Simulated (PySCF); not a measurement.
Homolysis of single bonds, series In OH-SH. Gas-phase values, no solvent. One relaxed conformer stands for each flexible species; it need not be the lowest. Strings in code marks are SMILES.

Method: ωB97X-D3(BJ)/def2-TZVP // PBE0-D3(BJ)/def2-TZVP (PySCF). 

```
species                                                                            highest occupied spin orbital (eV)
---------------------------------------------------------------------------------  ----------------------------------
radical fragment (`[OH]`)                                                                                      -11.83
radical fragment (`[In]([OH])[SH]` (H–O–In–S torsion -180°, O–In–S–H torsion 0°))                               -8.44
radical fragment (`[SH]`)                                                                                           ?
whole molecule (`[OH][In]([SH])[SH]`)                                                                               –
radical fragment (`[In]([SH])[SH]` (H–S–In–S torsion 2°, S–In–S–H torsion 2°))                                  -8.38
whole molecule (`[In]([SH])([SH])[SH]`)                                                                             –
```

Q: What belongs in the gaps?

A: 
- radical fragment (`[SH]`), highest occupied spin orbital (eV): -9.95
